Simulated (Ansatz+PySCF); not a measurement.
Results of a calculation; reference values are marked as such.
## Ansatz (development build ahead of 0.2.0) run

```yaml
crystal:
  periodic: [false, false, false]
  atoms:
    - { symbol: Li, position_ang: [0.0, 0.0, -1.59922] }
    - { symbol: Li, position_ang: [0.0, 0.0, 1.59922] }
basis:
  gaussian: { orbitals: cc-pCVTZ }
total_charge: 1
magnetization:
  spin_polarized: true
  initial_magnetization: 1
hamiltonian:
  xc: hf
correlation:
  method: ccsd_t
  frozen_orbitals: { Li: 0 }
```

The input is written out in the form of the current development build from the run's settings.

Results

```json
{
  "Converged": "yes",
  "Reference energy": "-14.71599 hartree",
  "CCSD correlation energy": "-0.08200 hartree",
  "Triples correction": "-0.00003 hartree",
  "Total energy": "-14.79802 hartree",
  "Spin squared of the determinant": "0.750"
}
```
